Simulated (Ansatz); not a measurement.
# CH2OS: the cost of one run

Method: RKS PBE-D4/def2-SVP; program: Ansatz 0.2.0, Gaussian basis.

Levels: PBE-D4, revPBE-D4, BLYP-D4, r2SCAN-D4, B97M-V, PBE0-D4, B3LYP-D4, HSE06-D4, wB97X-V, wB97M-V, B2PLYP, Hartree-Fock, MP2, CCSD, CCSD(T). The reference is CCSD(T) extrapolated to the basis limit.

Correlated methods freeze the cores. B3LYP uses VWN-RPA correlation. B2PLYP carries no dispersion term here.

177 further runs of the same task are left out: 1 that didn't finish, 176 set aside as unsound or not needed.

## (1) The system as given

The pair, from a GFN2-xTB docking trial: 5 atoms, charge 0, spin multiplicity 1.

Atoms are counted from 1 here; the program's logs count them from 0.

Bond lengths: H1–H2 0.776 Å, O3–C4 1.155 Å, C4–S5 1.540 Å. Angles: O3–C4–S5 179.7°.

Coordinates:

```
H     0.4610   -0.0452   -2.0223
H    -0.2607    0.2321   -1.9520
O    -0.9778   -0.8537    0.8882
C    -0.1567   -0.1433    1.2818
S     0.9342    0.8102    1.8043
```

Atoms 1 to 2 are fragment A (H₂), the rest fragment B (COS).

## (2) A first relaxation in a small basis

pre/in.yaml

```yaml
crystal:
  periodic: [false, false, false]
  atoms:
    - {symbol: H, position_ang: [0.461000, -0.045200, -2.022300]}
    - {symbol: H, position_ang: [-0.260700, 0.232100, -1.952000]}
    - {symbol: O, position_ang: [-0.977800, -0.853700, 0.888200]}
    - {symbol: C, position_ang: [-0.156700, -0.143300, 1.281800]}
    - {symbol: S, position_ang: [0.934200, 0.810200, 1.804300]}
basis:
  gaussian: {orbitals: def2-SVP}
hamiltonian: {xc: pbe, dispersion: d4}
relax: {f_tol: 0.03, max_steps: 250}
```

Started as:

```
ansatz run in.yaml --threads 2 --pin off --events-out ev --progress --plain --max-ram 5222MiB
```

**Question.** How long does this run take on 2 threads of Arm Neoverse V2, shared host?

About 9 s.
